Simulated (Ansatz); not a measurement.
# PSi2: the cost of one run

Program: Ansatz 0.2.0, Gaussian basis. Level of theory: def2-QZVPP, all electrons in the functionals, frozen cores in the correlation of double hybrids and RPA. These are calculated values, not measurements.

The runs, in order: wB97M-V, B2PLYP, at charge 0, quartet; charge 0, doublet; charge 0, sextet; charge 1, triplet; charge 1, quintet.

3 further runs of the same task are left out: 1 that didn't finish, 2 set aside as unsound or not needed. Runs told in other sessions of the task aren't counted.

### 1 The system

The geometry is a PBE0/def2-TZVP stationary point (not a proven minimum).

3 atoms, charge 0, spin multiplicity 4.

Atoms are counted from 1 here; the program's logs count them from 0.

Bond lengths: P1–Si2 2.102 Å, Si2–Si3 2.227 Å. Angles: P1–Si2–Si3 180.0°.

Coordinates:

```xyz
3
charge 0, multiplicity 4
P     0.00000    0.00000   -2.14390
Si    0.00000    0.00000   -0.04170
Si    0.00000    0.00000    2.18560
```

No dispersion term is added; wB97M-V holds VV10 nonlocal correlation.

The geometry shown and the zero of energy belong to the point charge 0, quartet. The yardstick, UCCSD(T), and other wave-function levels (R restricted, U unrestricted, valence and pair active spaces) come from earlier runs.

### 2 wB97M-V, charge 0, quartet

in.yaml reads:

```yaml
crystal:
  periodic: [false, false, false]
  atoms:
    - {symbol: P, position_ang: [0.000000, 0.000000, -2.143900]}
    - {symbol: Si, position_ang: [0.000000, 0.000000, -0.041700]}
    - {symbol: Si, position_ang: [0.000000, 0.000000, 2.185600]}
basis:
  gaussian: {orbitals: "def2-QZVPP.json"}
magnetization: {spin_polarized: true, initial_magnetization: 3}
hamiltonian: {xc: {name: wB97M-V}}
output: {orbitals: {seedname: orbitals}}
```

Started as:

```bash
ansatz run in.yaml --threads 1 --pin off --events-out ev --progress --plain --max-ram 2393MiB
```

**Question.** How long does this run take on 1 thread of Arm Neoverse V1, shared host, and how much memory does it need?

About 2.8 min, with a peak of 0.89 GiB.
